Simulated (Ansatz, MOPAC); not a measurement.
Barrier height from C3H7 (SMILES [CH2]CC) to the transition structure C3H7, without zero-point energy, on the benchmark's geometries as Psi4's copy of the set gives them.
Transition structure (charge 0, multiplicity 2, Z-matrix in Å and degrees):
```
C
C 1 1.3597
H 1 1.0807 2 120.35
H 1 1.0807 3 116.14 2 -159.94
H 2 1.0810 1 121.32 3 13.11
H 2 1.0810 5 117.16 1 -174.89
C 1 2.2655 3 89.07 4 -88.53
H 7 1.0800 1 100.76 3 -61.94
H 7 1.0800 8 116.68 1 107.95
H 7 1.0816 8 116.92 9 145.44
```
Reactant (charge 0, multiplicity 2):
```xyz
10

C      1.20844    -0.28719     0.00006
C     -0.06536     0.57613    -0.00006
C     -1.31479    -0.23952    -0.00001
H      1.24137    -0.92839     0.88123
H      1.24139    -0.92859    -0.88098
H      2.10187     0.33873     0.00000
H     -0.04822     1.22685    -0.87709
H     -0.04827     1.22704     0.87683
H     -1.72915    -0.61577     0.92444
H     -1.72876    -0.61642    -0.92437
```

Open shells are unrestricted; no spin–orbit coupling.

The state that PM3, PM7 reach isn't checked; PM7 holds dispersion and hydrogen-bond terms.

Codes used: Ansatz (Gaussian orbitals); MOPAC for PM3, PM7 (differences of heats of formation). Each number belongs to the level named beside it.

Q: One of these levels gives 28.60 kcal/mol for the barrier height. Which?
A) PM7
B) PM3
C) revPBE/def2-TZVPPD

A: C, revPBE/def2-TZVPPD. The others give 38.35 (PM3), 33.03 (PM7)

Doubts at one or more of the structures used: a spin-contaminated determinant (PM3).

Ansatz is a program for electronic structure.
